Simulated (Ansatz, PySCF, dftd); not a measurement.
Species: C2H5S, charge 0, doublet. C2H5S (SMILES CS[CH2], doublet).
B3LYP-D3(BJ)/def2-TZVP minimum from Ansatz (a first-principles code):
```
S
C 1 1.7031
H 2 1.0784 1 117.39
H 2 1.0789 3 120.79 1 -172.67
C 1 1.8098 2 101.63 3 178.37
H 5 1.0884 1 107.19 2 179.31
H 5 1.0892 6 109.47 1 -119.70
H 5 1.0894 6 109.32 7 -120.69
```
Charge 0, spin multiplicity 2.

Property: enthalpy of formation at 298 K (by atomisation, with ideal-gas terms from PySCF's Hessian at B3LYP-D3(BJ)/def2-TZVP and the atoms' measured values of the G2/97 table; no spin-orbit terms), in kcal/mol. UHF or UKS for unpaired electrons; spin-orbit terms are left out. Correlated methods leave the cores frozen. Rows without X2C or -DK are non-relativistic. CBS(X,Y): correlation extrapolated as X^-3, Hartree-Fock from the larger set. A bracket is a step between two methods taken in the basis named. Functionals run without relativity, which enters their misses. Double hybrids freeze cores in their MP2 part. '+ core + X2C': CCSD(T) terms for core correlation (cc-pwCVTZ, 1s frozen past Ne) and scalar relativity (cc-pVTZ-DK). For partners of very few electrons the exact lower level stands in for a higher one.

```tsv
level	program	enthalpy of formation at 298 K (kcal/mol)	difference against the last row
PBE0-D3(BJ)/def2-TZVPD	Ansatz + dftd3	25.6	-5.0
PBE0-D4/def2-TZVPD	Ansatz + dftd4	25.9	-4.7
B2PLYP-D4/def2-TZVPD	Ansatz + dftd4	39.1	8.5
B2PLYP/def2-TZVPD	Ansatz	41.1	10.5
CCSDT(Q)/cc-pV(D+d)Z	Ansatz	84.7	54.1
CCSD(T)/CBS(cc-pV(T+d)Z,cc-pV(Q+d)Z) + [CCSDT(Q) - CCSD(T)]/cc-pV(D+d)Z + core + X2C	Ansatz	30.6	0.0
```
